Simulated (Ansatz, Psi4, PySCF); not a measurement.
Gas-phase reaction in SMILES: P#P -> P#P as doublet, charge +1 + e-

Property: adiabatic ionisation energy (0 K, with zero-point energies), in eV. Set-up: 6-311+G** with 5d, 6d on Na to Ar in Ansatz (an electronic-structure program); LANL2DZ with its own core potentials from Na on; 6-31G* and kin with 6d, 5d where marked; UHF or UKS for open shells; non-relativistic; no spin-orbit coupling. First-principles rows: single points at B3LYP-D3(BJ) geometries (Ansatz), with unscaled harmonic terms from B3LYP/6-31G* at its own minima.

Measured values: CCCBDB table in ASE; they hold spin-orbit and core effects. 

Value to compare with, the measured value: 10.53 eV.

```tsv
level	program	adiabatic ionisation energy (0 K, with zero-point energies) (eV)	error
PBE/LANL2DZ	Ansatz	10.50	-0.03
BP86/def2-SVP	PySCF	10.51	-0.02
BP86/6-31G* (5d)	PySCF	10.50	-0.03
B3LYP/LANL2DZ	Ansatz	10.56	0.03
B3LYP/6-31G	Ansatz	10.53	0.00
B3LYP/6-31+G*	Ansatz	10.41	-0.12
B3LYP/6-311+G**	Ansatz	10.43	-0.10
M06-2X/6-311+G**	PySCF	10.50	-0.03
wB97X-D/6-31G*	Psi4	11.06	0.53
r2SCAN-D4/def2-TZVPD	Ansatz + dftd4	10.41	-0.12
M06-2X/def2-TZVPD	PySCF	11.00	0.47
wB97M-V/def2-TZVPD	Ansatz	10.26	-0.27
```

Among the 9 habitual levels, wB97X-D/6-31G* lies farthest from the measured value (0.53 eV); 2 of 9 lie above it, and their mean absolute error is 0.10 eV, the median 0.03. One case shows no general order.

The levels are drawn from those run, B3LYP/6-31G* more often than the rest, none by its result; runs whose electronic state is in doubt are left out.
